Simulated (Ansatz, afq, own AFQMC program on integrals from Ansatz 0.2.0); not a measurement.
AFQMC on a folder of integrals that Ansatz 0.2.0 wrote.

```yaml
crystal:
  periodic: [false, false, false]
  atoms:
    - {symbol: Ge, position_ang: [0.000000, 0.000000, 0.000000]}
basis:
  gaussian: {orbitals: cc-pVDZ}
total_charge: 1
magnetization: {spin_polarized: true, initial_magnetization: 1}
correlation: {method: ccsd_t, electrons: outside_noble_gas, hamiltonian_folder: ham}
```

```sh
$ ansatz run in.yaml --threads 1 --pin off --events-out ev --progress --plain --max-ram 1382MiB
```

afq runs on the folder ham with

```
--method phaseless --trial cisd --walkers 200 --populations 1 --least-time 40 --time-step 0.005 --steps-per-block 50 --equilibration-blocks 28 --max-blocks 300 --target-error 0.00021 --factor-cut 1e-05 --start spin_pure --seed 8964 --release-times 0.24,0.5,1,1.5 --release-step 0.02 --release-every 4 --taylor-order 6
```

Times are imaginary, in 1/Eh. The walk had a cap of 398 s. Filled inner d shells are frozen with the cores.

Log:

```
orbitals 13  electrons 2 1  factors 69 of 193
reference energy -2075.01823264 Eh
CCSD correlation -0.04681231 Eh in 8 cycles, weight of the determinant in the CISD state 0.9520
energy of the start -2075.065033 Eh
 block  time / (1/Eh)  mean weight  energy / Eh
     1     0.250  1.0003  -2075.065063
     2     0.500  0.9999  -2075.065145
     3     0.750  1.0000  -2075.065208
     4     1.000  0.9996  -2075.065269
     5     1.250  0.9998  -2075.065377
     7     1.750  1.0001  -2075.065508
     9     2.250  0.9994  -2075.065596
    13     3.250  1.0003  -2075.065654
    21     5.250  0.9998  -2075.065458
    29     7.250  0.9999  -2075.065874
    37     9.250  1.0000  -2075.065622
    45    11.250  1.0005  -2075.065598
    53    13.250  1.0007  -2075.065506
    61    15.250  1.0002  -2075.065484
    69    17.250  0.9999  -2075.065324
    77    19.250  0.9997  -2075.065602
    85    21.250  1.0006  -2075.065760
    93    23.250  0.9999  -2075.065463
   101    25.250  1.0007  -2075.065550
   109    27.250  0.9998  -2075.065372
   117    29.250  1.0001  -2075.065645
   125    31.250  0.9995  -2075.065827
   129    32.250  1.0002  -2075.065997
   133    33.250  0.9999  -2075.065607
   141    35.250  1.0001  -2075.065475
   149    37.250  1.0004  -2075.065771
   157    39.250  0.9994  -2075.065750
   165    41.250  0.9999  -2075.065793
   173    43.250  1.0003  -2075.065735
   181    45.250  1.0006  -2075.065651
   185    46.250  1.0004  -2075.065274
blocks merged  error / Eh  count
     1  0.000013  160
     2  0.000017  80
     4  0.000020  40
     8  0.000025  20
    16  0.000028  10
released: time / (1/Eh)  energy / Eh  error  mean overlap
  0.24  -2075.065683  0.000025  0.9952
  0.50  -2075.065683  0.000030  0.9945
  1.00  -2075.065673  0.000027  0.9950
  1.50  -2075.065706  0.000023  0.9970
energy -2075.065665 +/- 0.000025 Eh
(rows thinned)
```

The run passed its tests (sampling time, drift between the halves within three errors, error under three times the target), which doesn't prove that it has relaxed.

Against this walk (error 0.7 meV) on the same determinant: CCSD(T) 4.6 meV higher, full CI for this spin (own frozen core, lowest symmetry allowed) 3.4 meV higher. The error is statistical and leaves out the bias of the constraint. None of these is a sure reference here. Released to 1.50 1/Eh the energy moves by -1.1 ± 0.9 meV (both errors), within twice the noise.

Cautions: constraint bias not in the error; no relativity below Rb; no spin-orbit coupling; inner d shell frozen.

The walk took 49 s on 1 thread of Arm Neoverse V1, on a shared host. The log's last line is the phaseless energy.

A walk keeps the symmetry of its determinant, which the program's search chose and which needn't be the lowest solution, so a lower state of the same spin and another symmetry isn't excluded.
